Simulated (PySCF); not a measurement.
**PH₄⁺, singlet: breathe scan**

Starting geometry (PBE0/def2-TZVP stationary point for this spin, not checked as a minimum):

```xyz
5

P     0.0000    0.0000    0.0000
H     0.8072    0.8103    0.8085
H    -0.8110   -0.8062    0.8088
H    -0.8063    0.8070   -0.8126
H     0.8101   -0.8111   -0.8047
```

From there all distances are scaled together; atoms are numbered as listed. Energies are in kJ/mol, counted from the starting geometry at the same level.

Basis 6-31G; PySCF 2.14.0. Only valence electrons are correlated (noble-gas cores frozen). Prefix R: restricted or restricted open-shell reference; prefix U: unrestricted.

Unrestricted rows (U) aren't spin-pure: their determinants' ⟨S²⟩ exceeds S(S+1) by up to 2.37, so they mix in states of higher spin. A value is left out where its run failed or describes another state than the reference as far as symmetry and spin tell, or, spin-broken singlets apart, can't be checked.

Full CI is exact within this basis and frozen core; it isn't the basis-set limit. The frozen core follows each run's orbitals, which can shift R against U totals by a few meV.

```tsv
scale of all distances	full CI	error RHF	error RMP2	error UMP2	error RCCSD(T)	error RCCSDT	error RCCSDT(Q)
0.893	161.0	-30.2	-10.5	-10.5	-0.2	-0.1	0.0
1.000	0.0	0.0	0.0	0.0	0.0	0.0	0.0
1.109	55.0	36.9	13.6	13.6	0.5	0.1	0.0
1.310	357.8	120.4	48.8	48.8	2.6	0.8	0.2
1.530	699.5	242.1	107.8	200.1	9.4	2.9	0.7
1.721	915.0	381.4	178.6	161.2	22.6	8.2	1.9
1.993	1085.0	621.0	290.7	–	47.8	27.1	4.4
2.408	–	–	–	–	–	–	–
```

Errors are those of relative energies. In total energy the starting point itself misses full CI by: RHF 242.3, RMP2 65.4, UMP2 65.4, RCCSD(T) 0.7, RCCSDT 0.1, RCCSDT(Q) 0.0 kJ/mol.

Spread of the error over the points with a reference, to 1.993 (largest less smallest): RCCSDT(Q) 4.4, RCCSDT 27.2, RCCSD(T) 48.1, UMP2 210.6 (6 of 7 points), RMP2 301.2, RHF 651.2 kJ/mol.

Going outwards, the relative energy of RMP2 first misses by more than 4.2 kJ/mol (1 kcal/mol) at 1.109.

Going outwards, the relative energy of RCCSD(T) first misses by more than 4.2 kJ/mol (1 kcal/mol) at 1.530.

Going outwards, the relative energy of RCCSDT(Q) first misses by more than 4.2 kJ/mol (1 kcal/mol) at 1.993.

RHF keeps both spins in the same orbitals, so it can't give open-shell fragments and ends 621.0 kJ/mol too high at 1.993.
